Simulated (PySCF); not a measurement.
Gas-phase reaction: SiHCl₂ + 2 SiH₄ + Cl ⇌ 3 SiH₃Cl

Computed with PySCF (xtb for GFN2) and rigid-rotor harmonic-oscillator thermochemistry at 1 bar. † marks an energy on the PBE0/def2-TZVP geometry and frequencies; other levels use their own. MP2 and CCSD(T) freeze the core. 6-31G* has spherical d functions here. Open shells (unrestricted): SiHCl₂ (multiplicity 2), Cl (multiplicity 2, electronic degeneracy 6); the rest are closed-shell singlets. GFN2 has no spin-polarisation term. Spin-orbit splitting is ignored; it lowers the true energy and changes the entropy of Cl. SiHCl₂: computed as isolated molecules; such fragments, hydroxides, amides, oligomers or adducts are transient or little studied in the gas. MP2 isn't extrapolated to the basis-set limit; its ΔH°(298 K) is -419.7 kJ in def2-SVP and -459.2 kJ in def2-TZVPP. CCSD(T) isn't extrapolated to the basis-set limit; its ΔH°(298 K) is -403.0 kJ in def2-SVP and -436.3 kJ in def2-TZVPP. The harmonic model lacks anharmonicity and excited electronic states, which grow with temperature; levels with a mode under 35 cm⁻¹ are left out.

| level | ΔE electronic, kJ | ΔH°(298 K), kJ | ΔS°(298 K), J/K | ΔG°(1000 K), kJ |
|---|---|---|---|---|
| BLYP/def2-TZVP† | -416 | -408 | -122 | -284 |
| CCSD(T)/def2-SVP† | -411 | -403 | -122 | -279 |
| GFN2-xTB | -499 | -494 | -121 | -373 |
| HF/6-31G* | -346 | -337 | -122 | -212 |
| HF/def2-TZVP† | -356 | -348 | -122 | -224 |
| M06-2X/def2-TZVP† | -455 | -448 | -122 | -324 |
| MP2/def2-SVP† | -427 | -420 | -122 | -296 |
| PBE/def2-SVP | -426 | -419 | -122 | -294 |
| PBE0/def2-SVP† | -430 | -422 | -122 | -298 |
| r2SCAN/def2-TZVP† | -442 | -434 | -122 | -310 |
| ωB97M-V/def2-TZVP† | -463 | -455 | -122 | -331 |
ΔH° is lowest at GFN2-xTB and highest at HF/6-31G*. No reference value is set beside these.
